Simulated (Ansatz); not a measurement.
Cost and result for the atomization energy of CH₃BF (`C[B]F`) radical (6 atoms, 5 bonds).

The species carries charge 0 and has multiplicity 2. Geometry: relaxed with PBE0-D4/def2-TZVP. Program: Ansatz. All runs use 2 threads of a server CPU on a shared host. Times are those of one run each, without the atoms' runs, and a repeat can differ threefold. Electronic energies, without spin–orbit coupling; frozen cores. CCSD(T)/CBS adds CCSD(T) − MP2 in def2-TZVPP to the MP2 limit, and its time is that of the two runs behind it. T1 = 0.015; ⟨S²⟩ of the reference is 0.75. B3LYP takes the VWN-RPA correlation (the form of Gaussian; ORCA's B3LYP/G). HSE06 is the plane-wave form, built on full-range PBE exchange.

CCSD(T)/CBS is a level of theory with its own doubt, some kJ/mol a heavy atom from the limit and from the frozen cores, so smaller differences don't rank the functionals.

```
                            level  functions  wall time
             revPBE-D4/def2-TZVPP        135      2.5 s
               BLYP-D4/def2-TZVPP        135      2.7 s
                 CCSD(T)/def2-SVP         57      2.9 s
              BHLYP-D4/def2-TZVPP        135      3.1 s
              HSE06-D4/def2-TZVPP        135      3.1 s
B3LYP-D4/def2-TZVPP (with forces)        135      3.3 s
          CAM-B3LYP-D4/def2-TZVPP        135      3.6 s
              PBE-QIDH/def2-TZVPP        135      4.2 s
                B97M-V/def2-TZVPP        135       10 s
 ωB97M-V/def2-TZVPP (with forces)        135       11 s
                   MP2/def2-QZVPP        261       12 s
               CCSD(T)/def2-TZVPP        135       55 s
                CCSD(T)/CBS(def2)          –       67 s
```

Problem. What atomization energy does each give, and how far from CCSD(T)/CBS? (An estimate is asked.)

Solution. Ansatz gave: 
| level | atomization (kcal/mol) | difference from CCSD(T)/CBS | per bond |
| --- | --- | --- | --- |
| revPBE-D4/def2-TZVPP | 543.9 | 3.6 | 0.7 |
| BLYP-D4/def2-TZVPP | 545.5 | 5.2 | 1.0 |
| CCSD(T)/def2-SVP | 520.7 | -19.6 | -3.9 |
| BHLYP-D4/def2-TZVPP | 530.9 | -9.4 | -1.9 |
| HSE06-D4/def2-TZVPP | 548.8 | 8.5 | 1.7 |
| B3LYP-D4/def2-TZVPP (with forces) | 545.8 | 5.5 | 1.1 |
| CAM-B3LYP-D4/def2-TZVPP | 549.2 | 8.9 | 1.8 |
| PBE-QIDH/def2-TZVPP | 543.8 | 3.5 | 0.7 |
| B97M-V/def2-TZVPP | 546.8 | 6.5 | 1.3 |
| ωB97M-V/def2-TZVPP (with forces) | 544.2 | 3.9 | 0.8 |
| MP2/def2-QZVPP | 549.1 | 8.8 | 1.8 |
| CCSD(T)/def2-TZVPP | 529.1 | -11.2 | -2.2 |
| CCSD(T)/CBS(def2) | 540.3 | 0.0 | 0.0 |

At CCSD(T), def2-SVP lies −19.6 kcal/mol from the extrapolated value and def2-TZVPP −11.2 kcal/mol: correlation converges slowly with the basis, and small sets miss more of it in the bonded molecule than in its fragments. The D4 term adds +2.3 kcal/mol with B3LYP and +1.2 kcal/mol with PBE0; it sums over pairs of atoms, weighted by their polarisabilities, and B3LYP, whose exchange is more repulsive, gets the larger term. Leaving LDA and LC-ωPBE aside and taking each functional with its dispersion term where it has one, the values, not all of them listed here, spread over 27.3 kcal/mol, from BHLYP-D4 to PBE-D4. LDA lies +64.9 kcal/mol from PBE without D4, its usual overbinding.
